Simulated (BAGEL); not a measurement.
**One shape, several levels: C3H4FN (SMILES N=C/C=C/F)**

Wanted: a comparison of 4 runs (B3LYP/6-31G*, B3LYP/def2-SVP, PBE0/def2-SVP, RI-MP2/def2-SVP) of C3H4FN. 

The results are computed with BAGEL 1.2.2.

## (1) The molecule

C3H4FN has 9 atoms, charge 0, and is taken as a singlet. As SMILES, `N=C/C=C/F`. The shape is that of a GFN2-xTB optimisation. This is one conformer, not always the lowest.

Bond lengths: N1–C2 1.258 Å, C2–C3 1.463 Å, C3–C4 1.328 Å, C4–F5 1.335 Å, N1–H6 1.018 Å, C2–H7 1.087 Å, C3–H8 1.080 Å, C4–H9 1.082 Å. Angles: N1–C2–C3 129.5°, C2–C3–C4 123.8°, C3–C4–F5 121.9°, N1–C2–H7 115.6°, C3–C2–H7 114.8°, C2–N1–H6 115.7°, C2–C3–H8 117.1°, C4–C3–H8 119.1°, C3–C4–H9 126.6°, F5–C4–H9 111.5°.

## (2) The energy at B3LYP/6-31G(d) (density fitting with qzvpp-jkfit, spherical functions) (run 1)

File input.json:

```json
{ "bagel" : [

{
  "title" : "molecule",
  "basis" : "6-31gs.json",
  "df_basis" : "qzvpp-jkfit",
  "angstrom" : "true",
  "geometry" : [
    { "atom" : "N", "xyz" : [       0.832070,       1.271940,      -1.110820 ] },
    { "atom" : "C", "xyz" : [       0.999220,       0.119140,      -0.634830 ] },
    { "atom" : "C", "xyz" : [       0.135650,      -0.654420,       0.257200 ] },
    { "atom" : "C", "xyz" : [      -1.039780,      -0.226390,       0.701810 ] },
    { "atom" : "F", "xyz" : [      -1.797530,      -0.965290,       1.515470 ] },
    { "atom" : "H", "xyz" : [      -0.029000,       1.742420,      -0.838500 ] },
    { "atom" : "H", "xyz" : [       1.919450,      -0.380220,      -0.925430 ] },
    { "atom" : "H", "xyz" : [       0.489050,      -1.628780,       0.561490 ] },
    { "atom" : "H", "xyz" : [      -1.509120,       0.721600,       0.473610 ] }
  ]
},

{ "title" : "ks", "xc_func" : "b3lyp", "charge" : 0 },

{ "title" : "print", "file" : "orbitals.molden", "orbitals" : "true" }

]}
```

The basis set 6-31G* is read from a file made from the Basis Set Exchange's data (not shown).

Started as:

```console
BAGEL_NUM_THREADS=1 BAGEL input.json > input.out
```

Log:

```text
* using 1 threads per process

  ===============================================================
  ===============================================================

  *** Geometry ***

  { "atom" : "N", "xyz" : [      1.572384,      2.403618,     -2.099146 ] },
  { "atom" : "C", "xyz" : [      1.888252,      0.225142,     -1.199655 ] },
  { "atom" : "C", "xyz" : [      0.256341,     -1.236675,      0.486038 ] },
[... 5 lines of this table left out ...]
  { "atom" : "H", "xyz" : [     -2.851823,      1.363626,      0.894993 ] },

  Number of auxiliary basis functions:      451

  Since a DF basis is specified, we compute 2- and 3-index integrals:
    o Being stored without compression. Storage requirement is 0.022 GB

  Number of basis functions:       78
  Number of electrons      :       38

    * METHOD: MOLECULE                             1.44

  *** Kohn-Sham DFT ***

    * Removing 16619 points whose weight is below 1.00e-10
    * Grid points: 117535

  === Nuclear Repulsion ===
   154.5846273322

       - DIIS with orbital gradients will be used.

  === KS iteration (b3lyp / 6-31gs.json) ===
      0       -234.80769081          0.14982146           2.27
      1       -181.40547522          0.20494690           1.99
      2       -174.56349334          0.20243856           1.58
[... 16 lines of this table left out ...]
     19       -271.25341161          0.00000001           1.47
    * SCF iteration converged.

    * Permanent dipole moment:
           (    0.366147,     0.257030,    -0.338925) a.u.

    * METHOD: KS                                  37.68

    * METHOD: PRINT                                0.03

  ===============================================================
```

Wall time 40 s (1 thread of Intel Xeon at 2.50GHz (Skylake/Cascade Lake), shared host); peak memory 0.42 GiB.

## (3) A single-point energy at B3LYP/def2-SVP (density fitting with qzvpp-jkfit) (run 2)

File calc.json:

```json
{ "bagel" : [

{
  "title" : "molecule",
  "basis" : "svp",
  "df_basis" : "qzvpp-jkfit",
  "angstrom" : "true",
  "geometry" : [
    { "atom" : "N", "xyz" : [    0.832070,    1.271940,   -1.110820 ] },
    { "atom" : "C", "xyz" : [    0.999220,    0.119140,   -0.634830 ] },
    { "atom" : "C", "xyz" : [    0.135650,   -0.654420,    0.257200 ] },
    { "atom" : "C", "xyz" : [   -1.039780,   -0.226390,    0.701810 ] },
    { "atom" : "F", "xyz" : [   -1.797530,   -0.965290,    1.515470 ] },
    { "atom" : "H", "xyz" : [   -0.029000,    1.742420,   -0.838500 ] },
    { "atom" : "H", "xyz" : [    1.919450,   -0.380220,   -0.925430 ] },
    { "atom" : "H", "xyz" : [    0.489050,   -1.628780,    0.561490 ] },
    { "atom" : "H", "xyz" : [   -1.509120,    0.721600,    0.473610 ] }
  ]
},
{ "title" : "ks", "xc_func" : "b3lyp" },
{ "title" : "print", "file" : "orbitals.molden", "orbitals" : "true" }

]}
```

Started as:

```console
BAGEL_NUM_THREADS=1 BAGEL calc.json > calc.out
```

Log:

```text
* using 1 threads per process

  ===============================================================
  ===============================================================

  *** Geometry ***

  { "atom" : "N", "xyz" : [      1.572384,      2.403618,     -2.099146 ] },
  { "atom" : "C", "xyz" : [      1.888252,      0.225142,     -1.199655 ] },
  { "atom" : "C", "xyz" : [      0.256341,     -1.236675,      0.486038 ] },
[... 5 lines of this table left out ...]
  { "atom" : "H", "xyz" : [     -2.851823,      1.363626,      0.894993 ] },

  Number of auxiliary basis functions:      451

  Since a DF basis is specified, we compute 2- and 3-index integrals:
    o Being stored without compression. Storage requirement is 0.029 GB

  Number of basis functions:       90
  Number of electrons      :       38

    * METHOD: MOLECULE                             0.59

  *** Kohn-Sham DFT ***

    * Removing 16619 points whose weight is below 1.00e-10
    * Grid points: 117535

  === Nuclear Repulsion ===
   154.5846273322

       - DIIS with orbital gradients will be used.

  === KS iteration (b3lyp / svp) ===
      0       -235.64966420          0.13410278           1.63
      1       -184.08284366          0.17717437           1.42
      2       -172.76568393          0.22037033           1.64
[... 18 lines of this table left out ...]
     21       -271.06040233          0.00000000           1.88
    * SCF iteration converged.

    * Permanent dipole moment:
           (    0.337972,     0.193898,    -0.290985) a.u.

    * METHOD: KS                                  41.07

    * METHOD: PRINT                                0.04

  ===============================================================
```

Wall time 43 s (1 thread of Intel Xeon at 2.50GHz (Skylake/Cascade Lake), shared host); peak memory 0.47 GiB.

## (4) The energy at PBE0/def2-SVP (density fitting with qzvpp-jkfit) (run 3)

File job.json:

```json
{ "bagel" : [

{
  "title" : "molecule",
  "basis" : "svp",
  "df_basis" : "qzvpp-jkfit",
  "angstrom" : true,
  "geometry" : [
    { "atom" : "N", "xyz" : [       0.832070,       1.271940,      -1.110820 ] },
    { "atom" : "C", "xyz" : [       0.999220,       0.119140,      -0.634830 ] },
    { "atom" : "C", "xyz" : [       0.135650,      -0.654420,       0.257200 ] },
    { "atom" : "C", "xyz" : [      -1.039780,      -0.226390,       0.701810 ] },
    { "atom" : "F", "xyz" : [      -1.797530,      -0.965290,       1.515470 ] },
    { "atom" : "H", "xyz" : [      -0.029000,       1.742420,      -0.838500 ] },
    { "atom" : "H", "xyz" : [       1.919450,      -0.380220,      -0.925430 ] },
    { "atom" : "H", "xyz" : [       0.489050,      -1.628780,       0.561490 ] },
    { "atom" : "H", "xyz" : [      -1.509120,       0.721600,       0.473610 ] }
  ]
},

{
  "title" : "ks",
  "xc_func" : "pbe0"
},

{
  "title" : "print",
  "file" : "orbitals.molden",
  "orbitals" : true
}

]}
```

Started as:

```console
BAGEL_NUM_THREADS=1 BAGEL job.json > job.out
```

Log:

```text
* using 1 threads per process

  ===============================================================
  ===============================================================

  *** Geometry ***

  { "atom" : "N", "xyz" : [      1.572384,      2.403618,     -2.099146 ] },
  { "atom" : "C", "xyz" : [      1.888252,      0.225142,     -1.199655 ] },
  { "atom" : "C", "xyz" : [      0.256341,     -1.236675,      0.486038 ] },
[... 5 lines of this table left out ...]
  { "atom" : "H", "xyz" : [     -2.851823,      1.363626,      0.894993 ] },

  Number of auxiliary basis functions:      451

  Since a DF basis is specified, we compute 2- and 3-index integrals:
    o Being stored without compression. Storage requirement is 0.029 GB

  Number of basis functions:       90
  Number of electrons      :       38

    * METHOD: MOLECULE                             1.56

  *** Kohn-Sham DFT ***

    * Removing 16619 points whose weight is below 1.00e-10
    * Grid points: 117535

  === Nuclear Repulsion ===
   154.5846273322

       - DIIS with orbital gradients will be used.

  === KS iteration (pbe0 / svp) ===
      0       -235.33688860          0.13376093           1.47
      1       -184.30777042          0.17558707           1.57
      2       -176.91329413          0.21366851           1.66
[... 19 lines of this table left out ...]
     22       -270.76074061          0.00000000           1.42
    * SCF iteration converged.

    * Permanent dipole moment:
           (    0.342473,     0.195636,    -0.294251) a.u.

    * METHOD: KS                                  44.03

    * METHOD: PRINT                                0.04

  ===============================================================
```

Wall time 47 s (1 thread of Intel Xeon at 2.50GHz (Skylake/Cascade Lake), shared host); peak memory 0.47 GiB.

## (5) The energy at RI-MP2/def2-SVP (density fitting with qzvpp-jkfit) (run 4)

File input.json:

```json
{ "bagel": [

{
  "title": "molecule",
  "basis": "svp",
  "df_basis": "qzvpp-jkfit",
  "angstrom": true,
  "geometry": [
    { "atom": "N", "xyz": [       0.832070,       1.271940,      -1.110820 ] },
    { "atom": "C", "xyz": [       0.999220,       0.119140,      -0.634830 ] },
    { "atom": "C", "xyz": [       0.135650,      -0.654420,       0.257200 ] },
    { "atom": "C", "xyz": [      -1.039780,      -0.226390,       0.701810 ] },
    { "atom": "F", "xyz": [      -1.797530,      -0.965290,       1.515470 ] },
    { "atom": "H", "xyz": [      -0.029000,       1.742420,      -0.838500 ] },
    { "atom": "H", "xyz": [       1.919450,      -0.380220,      -0.925430 ] },
    { "atom": "H", "xyz": [       0.489050,      -1.628780,       0.561490 ] },
    { "atom": "H", "xyz": [      -1.509120,       0.721600,       0.473610 ] }
  ]
},

{ "title": "hf" },

{ "title": "mp2", "ncore": 5 }

]}
```

Started as:

```console
BAGEL_NUM_THREADS=1 BAGEL input.json > input.out
```

Log:

```text
* using 1 threads per process

  ===============================================================
  ===============================================================

  *** Geometry ***

  { "atom" : "N", "xyz" : [      1.572384,      2.403618,     -2.099146 ] },
  { "atom" : "C", "xyz" : [      1.888252,      0.225142,     -1.199655 ] },
  { "atom" : "C", "xyz" : [      0.256341,     -1.236675,      0.486038 ] },
[... 5 lines of this table left out ...]
  { "atom" : "H", "xyz" : [     -2.851823,      1.363626,      0.894993 ] },

[... 23 lines left out ...]
    * SCF iteration converged.
[... 1 line left out ...]
    * Permanent dipole moment:
[... 2 lines left out ...]
    * METHOD: HF                                   4.69

  *** RHF ***

  === Nuclear Repulsion ===
   154.5846273322

      * DIIS with orbital gradients will be used.

  === RHF iteration (svp) ===
      0       -269.55501906          0.00000000           0.29
    * SCF iteration converged.

    * Permanent dipole moment:
           (    0.273165,     0.180468,    -0.245557) a.u.

  === DF-MP2 calculation ===

    * freezing 5 orbitals
    * 3-index integral transformation done
    * assembly done

      MP2 correlation energy:   -0.7343895337      0.18

      MP2 total energy:       -270.2894085945

    * METHOD: MP2                                  0.85

  ===============================================================
```

Wall time 7.5 s (1 thread of Intel Xeon at 2.50GHz (Skylake/Cascade Lake), shared host).

## (6) Overview of the runs

| run | level | frozen core orbitals | energy (Eh) | dipole moment (D) | HOMO energy (eV) | LUMO energy (eV) | wall time |
| --- | --- | --- | --- | --- | --- | --- | --- |
| 1 | B3LYP/6-31G* (density fitting with qzvpp-jkfit, spherical functions) | – | -271.253412 | 1.43 | -7.09 | -1.33 | 40 s |
| 2 | B3LYP/def2-SVP (density fitting with qzvpp-jkfit) | – | -271.060402 | 1.24 | -7.17 | -1.57 | 43 s |
| 3 | PBE0/def2-SVP (density fitting with qzvpp-jkfit) | – | -270.760741 | 1.25 | -7.48 | -1.40 | 47 s |
| 4 | RI-MP2/def2-SVP (density fitting with qzvpp-jkfit) | 5 | -270.289409 | – | – | – | 7.5 s |

## (7) Results

| quantity | value |
| --- | --- |
| run 4: total energy | -270.28941 Eh |
| run 4: correlation energy (5 core orbitals frozen) | -734.4 mEh |

**Reading.** Over runs 1, 2, 3 the dipole moment (its size) runs from 1.24 D (B3LYP/def2-SVP) to 1.43 D (B3LYP/6-31G*). Over runs 1, 2, 3 the HOMO–LUMO gap runs from 5.60 eV (B3LYP/def2-SVP) to 6.08 eV (PBE0/def2-SVP). Totals of different functionals can't be ranked against each other. All runs together took 2.3 min, the longest 47 s.
